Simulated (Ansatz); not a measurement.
**The cluster Al₃Ga− (doublet): single points with varied inputs**

How do the results and run time of the cluster Al₃Ga− (doublet) respond when the settings are drawn wide?

The runs use Ansatz 0.2.0, Gaussian basis; the settings change from run to run.

### 1 The molecule

The geometry comes from an earlier relaxation with PBE0-D4/def2-SVPD; it is a stationary point.

4 atoms, charge -1, spin multiplicity 2.

Atoms are counted from 1 here; the program's logs count them from 0.

Bond lengths: Al1–Al2 2.549 Å, Al1–Ga4 2.524 Å, Al2–Al3 2.550 Å, Al3–Ga4 2.522 Å. Angles: Al2–Al1–Ga4 103.8°, Al1–Al2–Al3 75.8°, Al2–Al3–Ga4 103.8°, Al1–Ga4–Al3 76.7°.

Coordinates:

```xyz
4

Al   -0.52209    1.47410    0.06960
Al    1.89185    0.66021   -0.00873
Al    0.50604   -1.47929   -0.07045
Ga   -1.87580   -0.65502    0.00958
```

### 2 r2SCAN50/6-31G*

This run has atoms shaken by 0.08 Å, a grid of angular degree 23, D4 dispersion.

The input, in.yaml:

```yaml
crystal:
  periodic: [false, false, false]
  atoms:
    - {symbol: Al, position_ang: [-0.500471, 1.406431, 0.104325]}
    - {symbol: Al, position_ang: [1.855277, 0.623031, 0.045570]}
    - {symbol: Al, position_ang: [0.564599, -1.475571, -0.086393]}
    - {symbol: Ga, position_ang: [-1.765507, -0.672659, 0.002436]}
basis:
  gaussian: {orbitals: "6-31G*", final_grid: {core_spheres: 8, valence_spheres: 7, degree: 23}}
total_charge: -1
magnetization: {spin_polarized: true, initial_magnetization: 1}
hamiltonian: {xc: {name: r2SCAN50}, dispersion: d4}
scf: {omitted_lower_state_checks: [starts]}
output: {forces: true}
```

Command:

```bash
> ansatz run in.yaml --threads 2 --pin off --events-out ev --progress --plain --max-ram 4352MiB
```

The log of the run, cut to the lines that bear on the results:

```text
Functional definition: r2SCAN50
  name "r2SCAN50"
  cite "Bursch, Neugebauer, Ehlert & Grimme, J. Chem. Phys. 156, 134105 (2022) doi:10.1063/5.0086040"
  cite "Furness, Kaplan, Ning, Perdew & Sun, J. Phys. Chem. Lett. 11, 8208 (2020) doi:10.1021/acs.jpclett.0c02405"
  cite "Furness, Kaplan, Ning, Perdew & Sun, J. Phys. Chem. Lett. 11, 9248 (2020) doi:10.1021/acs.jpclett.0c03077"
  parent r2scan
[...]
806 factors; integrals over basis functions are off by at most 9.1e-4 eV
[...]
mean field -72155.57284985 eV, -2651.6683934281 hartree, gradient 6.3e-6 eV, S^2 0.965290; 0 other end points of the search recorded, 0 dependent functions left out
[...]
reference -72155.57285846 eV, -2651.6683937444 hartree; 36, 35 occupied and 56, 57 virtual orbitals, 806 factors
Total energy: -72155.62532153 eV, -2651.6703217267 hartree
Atom 0 at    -0.500471     1.406431     0.104325 Å, force    -0.029672     0.171607     0.012175 eV/Å
Atom 1 at     1.855277     0.623031     0.045570 Å, force     0.588287     0.266019     0.009567 eV/Å
Atom 2 at     0.564599    -1.475571    -0.086393 Å, force    -0.120660    -0.164311    -0.007283 eV/Å
Atom 3 at    -1.765507    -0.672659     0.002436 Å, force    -0.437955    -0.273316    -0.014458 eV/Å
Dipole moment:    -0.457163    -0.162020     0.002397 e Å
Checks for a lower state left out: starts
```

Wall time 12 s (2 threads of Arm Neoverse V2, shared host).

Largest force 0.646 eV/Å, ⟨S²⟩ 0.965. The spin excess of 0.22 shows a contaminated determinant.

### 3 PBE0/def2-TZVPP

Set apart from the defaults: multiplicity 4.

The input, in.yaml:

```yaml
crystal:
  periodic: [false, false, false]
  atoms:
    - {symbol: Al, position_ang: [-0.522086, 1.474098, 0.069595]}
    - {symbol: Al, position_ang: [1.891850, 0.660215, -0.008727]}
    - {symbol: Al, position_ang: [0.506035, -1.479289, -0.070451]}
    - {symbol: Ga, position_ang: [-1.875800, -0.655025, 0.009584]}
basis:
  gaussian: {orbitals: def2-TZVPP}
total_charge: -1
magnetization: {spin_polarized: true, initial_magnetization: 3}
hamiltonian: {xc: {name: PBE0}}
scf: {omitted_lower_state_checks: [starts]}
output: {forces: true}
```

The command is unchanged.

The log of the run, cut to the lines that bear on the results:

```text
Functional definition: PBE0
  name "PBE0"
  cite "Adamo & Barone, J. Chem. Phys. 110, 6158 (1999) doi:10.1063/1.478522"
  cite "Perdew, Burke & Ernzerhof, Phys. Rev. Lett. 77, 3865 (1996) doi:10.1103/PhysRevLett.77.3865"
  parent pbe
[...]
1313 factors; their error is unknown
[...]
mean field -72152.74241958 eV, -2651.5643770340 hartree, gradient 1.1e-6 eV, S^2 3.767529; 0 other end points of the search recorded, 0 dependent functions left out
[...]
reference -72152.74244094 eV, -2651.5643778193 hartree; 37, 34 occupied and 137, 140 virtual orbitals, 1313 factors
Total energy: -72152.74244094 eV, -2651.5643778193 hartree
Atom 0 at    -0.522086     1.474098     0.069595 Å, force     0.157255    -0.401266    -0.020529 eV/Å
Atom 1 at     1.891850     0.660215    -0.008727 Å, force     1.247759     0.430632    -0.005120 eV/Å
Atom 2 at     0.506035    -1.479289    -0.070451 Å, force    -0.111868     0.415165     0.017896 eV/Å
Atom 3 at    -1.875800    -0.655025     0.009584 Å, force    -1.293146    -0.444532     0.007753 eV/Å
Dipole moment:    -0.546871    -0.191023     0.002539 e Å
Checks for a lower state left out: starts
```

It took 27 s on 2 threads of Arm Neoverse V2, shared host; peak memory 1 GiB.

Largest force 1.367 eV/Å, ⟨S²⟩ 3.768.

### 4 RPA/pcseg-2

Options: restricted open-shell orbitals.

The input, in.yaml:

```yaml
crystal:
  periodic: [false, false, false]
  atoms:
    - {symbol: Al, position_ang: [-0.522086, 1.474098, 0.069595]}
    - {symbol: Al, position_ang: [1.891850, 0.660215, -0.008727]}
    - {symbol: Al, position_ang: [0.506035, -1.479289, -0.070451]}
    - {symbol: Ga, position_ang: [-1.875800, -0.655025, 0.009584]}
basis:
  gaussian: {orbitals: pcseg-2}
total_charge: -1
magnetization: {spin_polarized: false, initial_magnetization: 1}
hamiltonian: {xc: {name: HF}}
correlation: {method: rpa}
```

Launched as before.

The log of the run, cut to the lines that bear on the results:

```text
Functional definition: HF
  name "HF"
  cite "Fock, Z. Phys. 61, 126 (1930) doi:10.1007/BF01340294"
  parent pbe
[...]
982 factors; integrals over basis functions are off by at most 6.1e-4 eV
[...]
mean field -72081.75121124 eV, -2648.9554982472 hartree, gradient 3.2e-6 eV, S^2 0.750000; 11 other end points of the search recorded, 0 dependent functions left out
[...]
unrestricted determinant -72082.39750173 eV, -2648.9792489846 hartree, S^2 2.0486
24 core orbitals not correlated: weight in the atoms' cores, before any rotation towards them, 1.000 or more for the frozen orbitals, at most 0.000 for the correlated occupied ones
reference -72081.75121124 eV, -2648.9554982472 hartree; 12, 11 occupied and 109, 110 virtual orbitals, 982 factors
Total energy: -72092.63061865 eV, -2649.3553090953 hartree
```

It took 18 s on 2 threads of Arm Neoverse V2, shared host.

### 5 SPW92/def2-mTZVPP

This run has restricted open-shell orbitals, density fitting with cc-pVTZ-jkfit, a point charge of 1.00 e beside it.

in.yaml: that of step 4 with these lines changed.

```diff
@@ -8,6 +8,7 @@
 basis:
-  gaussian: {orbitals: pcseg-2}
+  gaussian: {orbitals: def2-mTZVPP, fitting: {mean_field: cc-pVTZ-jkfit}, point_charges: [{charge: 1.00, position_ang: [6.709, -0.941, 0.640]}]}
 total_charge: -1
 magnetization: {spin_polarized: false, initial_magnetization: 1}
-hamiltonian: {xc: {name: HF}}
-correlation: {method: rpa}
+hamiltonian: {xc: {name: SPW92}}
+scf: {omitted_lower_state_checks: [starts]}
+output: {forces: true}
```

Same command.

The log of the run, cut to the lines that bear on the results:

```text
Functional definition: SPW92
  name "SPW92"
  cite "Dirac, Proc. Camb. Phil. Soc. 26, 376 (1930) doi:10.1017/S0305004100016108"
  cite "Slater, Phys. Rev. 81, 385 (1951) doi:10.1103/PhysRev.81.385"
  cite "Perdew & Wang, Phys. Rev. B 45, 13244 (1992) doi:10.1103/PhysRevB.45.13244"
[...]
570 factors; integrals over basis functions are off by at most 2.9e-1 eV
[...]
mean field -72004.47227972 eV, -2646.1155498954 hartree, gradient 9.8e-6 eV, S^2 0.750000; 0 other end points of the search recorded, 0 dependent functions left out
[...]
reference -72004.47230626 eV, -2646.1155508709 hartree; 36, 35 occupied and 66, 67 virtual orbitals, 570 factors
Total energy: -72004.47230626 eV, -2646.1155508709 hartree
Atom 0 at    -0.522086     1.474098     0.069595 Å, force    -0.057819    -0.253258     0.004367 eV/Å
Atom 1 at     1.891850     0.660215    -0.008727 Å, force     0.100430    -0.151481     0.036076 eV/Å
Atom 2 at     0.506035    -1.479289    -0.070451 Å, force     0.069419     0.061966     0.035587 eV/Å
Atom 3 at    -1.875800    -0.655025     0.009584 Å, force     0.380285     0.242767    -0.012216 eV/Å
Dipole moment:    -1.528787    -0.113019    -0.038155 e Å
Checks for a lower state left out: starts
```

Wall time 1.6 s (2 threads of Arm Neoverse V2, shared host).

Largest force 0.451 eV/Å.

### 6 The runs in one table

```
            level  charge  multiplicity               geometry  functions  energy (eV)   time
  r2SCAN50/6-31G*      -1             2                 shaken         92   -72155.625   12 s
  PBE0/def2-TZVPP      -1             4                relaxed        174   -72152.742   27 s
      RPA/pcseg-2      -1             2                relaxed        145   -72092.631   18 s
SPW92/def2-mTZVPP      -1             2  relaxed, point charge        102   -72004.472  1.6 s
```

### 7 Outcome

| quantity | value |
| --- | --- |
| runs | 4 |
| quickest | SPW92/def2-mTZVPP, 1.6 s |
| slowest | PBE0/def2-TZVPP, 27 s |

What this shows: The runs differ in state or geometry as well as level, so their energies can't be set against each other. PBE0/def2-TZVPP took 17 times as long as SPW92/def2-mTZVPP. The jobs differ in tasks and options as well as level.
